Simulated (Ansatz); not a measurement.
[SiH3···H···H], doublet: transfer scan

Starting geometry:

```
atom    x (Å)    y (Å)    z (Å)
  Si  -0.0857   0.0000   0.0000
   H  -0.5806   1.3997   0.0000
   H  -0.5806  -0.6999   1.2122
   H  -0.5806  -0.6999  -1.2122
   H   1.3989   0.0000   0.0000
   H   2.7313   0.0000   0.0000
```

From there H5 is moved from one fragment to the other while all else, the fragments' distance too, stays fixed; atoms are numbered as listed. Energies are in eV, counted from the starting geometry at the same level. Kohn–Sham curves are unrestricted where that lies lower.

Basis 6-31G; Ansatz 0.2.0. Correlated methods freeze the noble-gas cores.

Full CI is exact within this basis and frozen core; it isn't the basis-set limit.

```
distance Si1-H5 (Å)    PBE0
              1.381   0.200
              1.485   0.000
              1.569  -0.057
              1.652  -0.085
              1.736  -0.134
              1.820  -0.230
              1.904  -0.368
              1.988  -0.503
              2.072  -0.550
```

Problem. Estimate the full CI curve in 6-31G from this one, knowing how PBE0 errs.

Solution. The computed full CI values, in eV from the starting point, and the error of PBE0 against them:
```tsv
distance Si1-H5 (Å)	full CI	PBE0 less full CI
1.381	0.163	0.037
1.485	0.000	0.000
1.569	-0.022	-0.035
1.652	-0.019	-0.066
1.736	-0.053	-0.081
1.820	-0.159	-0.071
1.904	-0.332	-0.037
1.988	-0.515	0.012
2.072	-0.615	0.064
```

The error spans 0.146 eV and is largest, -0.081 eV, at 1.736 Å.

In so small a basis the reference is far from its limit while semilocal and hybrid functionals are nearer theirs, so the functionals' errors here hold much of the reference's basis and frozen-core error, which can add to them or hide them.
